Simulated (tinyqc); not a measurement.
Inside a calculation. Method: extended Hueckel theory, for LiH-. The parameters take no account of the charge, which enters only through the electron count, and nothing here shows that the anion is bound. One step of it, computed by the program tinyqc.

Question. Wolfsberg-Helmholz matrix. H_ij = K' S_ij (H_ii + H_jj)/2 for i != j (the diagonal keeps H_ii), with K' = 2.

overlap S, order 1Li 2s, 1Li 2px, 1Li 2py, 1Li 2pz, 2H 1s:
$$\begin{pmatrix}
1.000000 & 0.000000 & 0.000000 & 0.000000 & 0.328947 \\
0.000000 & 1.000000 & 0.000000 & 0.000000 & 0.000000 \\
0.000000 & 0.000000 & 1.000000 & 0.000000 & 0.000000 \\
0.000000 & 0.000000 & 0.000000 & 1.000000 & 0.456948 \\
0.328947 & 0.000000 & 0.000000 & 0.456948 & 1.000000
\end{pmatrix}$$

diagonal H_ii (eV): 1Li 2s -5.400000, 1Li 2px -3.500000, 1Li 2py -3.500000, 1Li 2pz -3.500000, 2H 1s -13.600000

K = 2.000000

Give: H.

Answer.

H (eV), order 1Li 2s, 1Li 2px, 1Li 2py, 1Li 2pz, 2H 1s:
$$\begin{pmatrix}
-5.4000 & 0.0000 & 0.0000 & 0.0000 & -6.2500 \\
0.0000 & -3.5000 & 0.0000 & 0.0000 & 0.0000 \\
0.0000 & 0.0000 & -3.5000 & 0.0000 & 0.0000 \\
0.0000 & 0.0000 & 0.0000 & -3.5000 & -7.8138 \\
-6.2500 & 0.0000 & 0.0000 & -7.8138 & -13.6000
\end{pmatrix}$$
